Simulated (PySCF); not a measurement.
## Shieldings and the share of exact exchange

Molecule: `CC(C)F`, C3H7F.

Bonds (- single, = double, # triple, : aromatic): C1-C2 1.512 Å, C2-C3 1.512 Å, C2-F4 1.385 Å. C1 carries H5, H6, H7; C2 carries H8; C3 carries H9, H10, H11.

GIAO shieldings (ppm, equivalent atoms averaged) in PySCF 2.14.0 with density-fitted response routines on the PBE0-D3(BJ)/def2-SVP geometry, basis pcSseg-2, gas phase, non-relativistic:

```csv
functional,exact exchange (%),σ(C2),σ(F4)
BLYP,0,79.9,345.9
BP86,0,85.6,350.3
PBE,0,85.6,347.7
B3LYP,20,87.2,360.6
PBE0,25,94.1,365.5
BHandHLYP,50,96.6,378.1
HF,100,111.0,402.8
```

(1) Fit each shielding as a line in the percentage of exact exchange.

(2) What does the line predict for mPW1PW91 (25 %), and what does the run give?

## Answers

(1) σ(C2) = 83.9 + 0.27 x (rms 2.4 ppm); σ(F4) = 349.0 + 0.55 x (rms 1.9 ppm). The functionals also differ in their semilocal parts, which the line can't hold; Hartree–Fock has no correlation at all.

(2) σ(C2): 90.7 predicted, 93.5 computed; σ(F4): 362.8 predicted, 366.9 computed ppm.
